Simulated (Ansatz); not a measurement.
Results of r²SCAN+rVV10 (Ansatz, a program for electronic structure, plane waves, PAW) for B20 (FeSi-type) FeSi.

Settings: plane-wave cutoff 560 eV, 8×8×8 k mesh, Fermi–Dirac smearing 0.01 eV, no spin polarisation, scalar-relativistic PAW data made under PBE.

Energies at three volumes about the minimum:

| V (Å³/atom) | E − E_lowest (meV/atom) |
|---|---|
| 10.399 | 3.41 |
| 10.611 | 0.00 |
| 10.824 | 3.18 |

Problem. Fit a parabola by hand: where is the minimum, what lattice constant follows, and what is the bulk modulus?

Solution. Slopes: (0.00 − 3.41)/(10.611 − 10.399) = -16.085 and (3.18 − 0.00)/(10.824 − 10.611) = 14.930 meV/Å³. Curvature E″ = 2 × (14.930 − (-16.085))/(10.824 − 10.399) = 145.953 meV/Å⁶. From the middle of the first interval, the slope vanishes at V0 = 10.5050 − (-16.085)/145.953 = 10.615 Å³/atom. B = V0 E″ = 10.615 × 145.953 meV/Å³ × 0.1602 GPa per meV/Å³ = 248 GPa. With 8 atoms in the cube, a = (8 × 10.615)^(1/3) = 4.395 Å. The full Birch–Murnaghan fit to all volumes gives V0 = 10.611 Å³/atom and B0 = 249 GPa.

Shape and atoms are relaxed at each volume.

Measured, for comparison: bulk modulus 178 GPa (room temperature, not corrected to a static lattice, our sources range from 169 to 185; as tabulated in Study of the compressibility of FeSi, MnSi, and CoS2 (JETP Letters), abstract); lattice constant a 4.483 Å (temperature not stated, not corrected to a static lattice; as tabulated in Wikipedia's data pages). Computed (rounded) less measured: bulk modulus +40 % (+35 % to +47 % over the range).

Note: the bulk modulus comes from volumes at which shape and atoms were relaxed.
